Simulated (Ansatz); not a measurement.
in.yaml

```yaml
crystal:
  periodic: [false, false, false]
  atoms:
    - {symbol: B, position_ang: [0.000000, 0.000000, 1.436730]}
    - {symbol: N, position_ang: [0.000000, 0.000000, 0.070506]}
    - {symbol: Si, position_ang: [0.000000, 0.000000, -1.507236]}
basis:
  gaussian: {orbitals: def2-mTZVP}
magnetization: {spin_polarized: false}
correlation: {method: mp2, electrons: valence}
```

```sh
$ ansatz run in.yaml --threads 1 --pin off --events-out ev --progress --plain --max-ram 2393MiB
```

Output:

```
511 factors; integrals over basis functions are off by at most 1.1e-3 eV
mean field evaluation 1: about -10010.0665 eV, gradient 4.6e1 eV
mean field evaluation 2: about -10010.0686 eV, gradient 4.6e1 eV
mean field evaluation 4: about -10014.7007 eV, gradient 3.4e0 eV
mean field evaluation 8: about -10014.7515 eV, gradient 1.3e-1 eV
mean field -10014.75158923 eV, -368.0353326619 hartree, gradient 1.6e-6 eV, S^2 0.000000; 0 other end points of the search recorded, 0 dependent functions left out
7 core orbitals not correlated: weight in the atoms' cores, before any rotation towards them, 1.000 or more for the frozen orbitals, at most 0.000 for the correlated occupied ones
reference -10014.75158923 eV, -368.0353326619 hartree; 6, 6 occupied and 47, 47 virtual orbitals, 511 factors
second order -8.11560419 eV of doubles, -0.00000000 eV of singles
Total energy: -10022.86719343 eV, -368.3335756151 hartree
```

Ran on 1 thread of Intel Xeon, shared host: 3.6 s wall, 0.15 GiB peak host memory.
